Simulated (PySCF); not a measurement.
# Working out the ionisation energy of Si

Si [Ne] 3s2 3p2 (3P) → Si+ [Ne] 3s2 3p1 (2P). All numbers are calculated (PySCF 2.14, scalar relativity by spin-free X2C-1e, in dyall-acv3z (19s12p6d4f, 113 functions)). Frozen: 1s2; the 18 highest virtual orbitals dropped. Energies in hartree (1 hartree = 27.21139 eV):

```csv
part,Si (lower),Si+ (upper)
UHF,-289.463284,-289.183049
MP2 opposite-spin,-0.263206,-0.255105
MP2 same-spin,-0.090894,-0.083643
```

Q: What does Hartree-Fock give?

A: (-289.183049) − (-289.463284) = 0.280235 hartree = 7.626 eV.

Q: What do MP2 and SCS-MP2 (6/5 opposite-spin, 1/3 same-spin) give?

A: The opposite-spin parts differ by 0.220 eV and the same-spin parts by 0.197 eV. MP2: 7.626 + (0.220) + (0.197) = 8.043 eV. SCS-MP2: 7.626 + 1.2 × (0.220) + (0.197)/3 = 7.956 eV.

Measured between the centres of the two terms (NIST): 8.157 eV, so MP2 (valence and next inner shell) is off by -0.114 eV.

What remains against the reference includes basis incompleteness, the frozen core and correlation beyond second order.
